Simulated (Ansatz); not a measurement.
Which is lower?

Two isomers of C₃H₅ (charge -1), singlet, relaxed at PBE0-D4/def2-TZVPD (vibrations not checked).

A:

C1  (-1.007, 0.454, -0.780)
C2  (0.239, -0.032, -0.835)
C3  (0.839, -0.368, 0.503)
H4  (-1.577, 0.745, -1.668)
H5  (-1.560, 0.600, 0.179)
H6  (1.766, 0.198, 0.674)
H7  (1.136, -1.426, 0.552)
H8  (0.163, -0.171, 1.375)
(Å)

B:

```
atom    x (Å)    y (Å)    z (Å)
  C1  -0.4507   0.9937  -0.6708
  C2   0.2186   0.2050   0.2531
  C3   0.2668  -1.1659   0.4583
  H4  -1.0955   0.5649  -1.4358
  H5  -0.3488   2.0742  -0.6571
  H6   0.8307   0.7786   0.9613
  H7  -0.2890  -1.8626  -0.1666
  H8   0.8678  -1.5878   1.2575
```

Program: Ansatz 0.2.0. Basis: def2-TZVPPD. Cores are frozen in the correlated methods. B3LYP uses VWN-RPA correlation.

**Question.** Which structure is lower at CCSD(T), and by how much? (Judge from chemistry; the value comes from the calculation.)

**Answer.** By the calculation: B, by 13.83 kcal/mol (electronic energy, against the other). By their contacts, A is C₃H₅ ([CH2][C][CH3]), total charge -1 and B is C₃H₅ ([CH2][CH][CH2]), total charge -1.

All methods give the same order:

| method | E(B) − E(A) (kcal/mol) |
| --- | --- |
| PBE-D4 | -16.83 |
| r2SCAN-D4 | -17.23 |
| PBE0-D4 | -17.29 |
| B3LYP-D4 | -16.78 |
| wB97M-V | -15.08 |
| HF | -13.91 |
| MP2 | -16.27 |
| CCSD | -13.87 |
| CCSD(T) | -13.83 |

No T1 diagnostic of these runs exceeds 0.019.

Labels in which every atom is bracketed show which atoms are joined, not bond orders.
